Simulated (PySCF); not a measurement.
# CH3NaO: the cost of one run

Computed with PySCF 2.14.0; each step states its level. No surroundings beyond the atoms listed, unless a continuum is named. Atoms count from 0, parts from 1.

## Step 1: The system as given

6 atoms, charge 0, multiplicity 1; geometry: GFN2-xTB. Parts: 1 = atom 0, `[Na+]`, charge 1; 2 = atoms 1–5, `C[O-]`, charge -1.

## Step 2: Geometry optimisation at PBE0-D3(BJ)/def2-TZVPD

What the job is given:

```
{"job": {"xc": "PBE0", "basis": "def2-TZVPD", "d3": "d3bj", "grid": 3, "kind": "geom", "shake": 0.01}, "charge": 0, "multiplicity": 1, "parts": [{"atoms": "0-0", "charge": 1, "multiplicity": 1}, {"atoms": "1-5", "charge": -1, "multiplicity": 1}]}
Na    -0.385805     0.131956     0.075899
C     -2.395726     2.591732     0.319443
O     -1.727774     1.406955     0.245741
H     -2.300605     3.169583    -0.623692
H     -3.460221     2.401646     0.515458
H     -2.016780     3.255921     1.122300
```

Command:

```sh
> OMP_NUM_THREADS=1 python cluster_run.py task.json out
```

One launch serves the whole session: the jobs run in the order shown.

Q: Estimate the wall time and peak memory of this first job on 1 thread of Arm Neoverse N1, shared host.

About 68 s, with a peak of 0.58 GiB.
